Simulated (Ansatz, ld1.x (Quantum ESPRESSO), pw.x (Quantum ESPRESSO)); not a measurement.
From atom to crystal: TM potential for boron (B)

ld1.x (Quantum ESPRESSO) 7.5 input, shortened:

```
&input
   title='B', zed=5., rel=1, dft='PBESOL', iswitch=3,
   config='[He] 2s2 2p1 3d-2'
 /
 &inputp
   pseudotype=2, tm=.true., lloc=-1, rcloc=2.05,
   nlcc=.false.
 /
3
2S  1  0   2.00   0.00  1.40  1.40  0.0
2P  2  1   1.00   0.00  2.20  2.20  0.0
3D  3  2  -2.00   0.40  2.35  2.35  0.0
 &test
   configts(1)='2s2 2p1'
 /
```

Atomic tests: cutoffs needed: 21 Ry and 50 Ry (the cutoffs (Ry, on a coarse ladder) from which the occupation-weighted sum of valence levels, in a spherical-Bessel basis at the reference potential, stays within 10 and 1 mRy of its value at 400 Ry); ghost test: no extra level below or beside the all-electron valence levels (s, p, d, f tested) (spherical-Bessel basis up to 400 Ry, 20 bohr box); largest excitation error: +115 meV (all-electron minus pseudo) for 2s1 2p0, out of 7 test configurations.

Crystal test: bcc B in pw.x 7.5, no spin, 18³ k-points, Fermi–Dirac smearing 0.01 Ry, cutoffs 60/240 Ry. The reference is all-electron LAPW (Ansatz 0.2.0) with the same functional, mesh and smearing; V0 and B0 come from Birch–Murnaghan fits to the pressures at five volumes. Errors are pseudo minus all-electron; Δ is the rms difference of the E(V) curves that follow from these fits, minima aligned, over ±6 % about the mean V0. Mesh and smearing are coarse, so the numbers serve the comparison and aren't converged zero-temperature values; the lattice is a test structure that the element need not adopt.

```csv
V (Å³/atom),P all-electron (GPa),P pseudo (GPa)
5.793,12.35,9.81
5.946,5.20,2.99
6.098,-1.07,-3.00
6.250,-6.52,-8.22
6.403,-11.24,-12.74
```

All-electron: a0 = 2.298 Å (V0 = 6.07 Å³/atom), B0 = 237.8 GPa.

Pseudopotential: mean pressure error (GPa): -1.97; a0 (Å): 2.292; a0 error (%): -0.28; B0 error (%): -0.7; Δ (meV/atom): 2.7. The largest radius (2.35 bohr) exceeds half the bond length (1.88 bohr), so the spheres overlap, which is one possible source of error among others.

At the middle volume, how do free energy and pressure move when the wave cutoff is lowered (ecutrho kept at four times it)?

| cutoff (Ry) | shift of F (meV/atom) | shift of P (GPa) |
| --- | --- | --- |
| 27 | +21.8 | -0.63 |
| 36 | +17.9 | +0.06 |
| 48 | +7.4 | -0.36 |

The run at the middle volume (195 k-points, 5 iterations) took about 2.5 s on one core of a shared host (Neoverse-V2, 32 threads, 247 GiB, load 12).
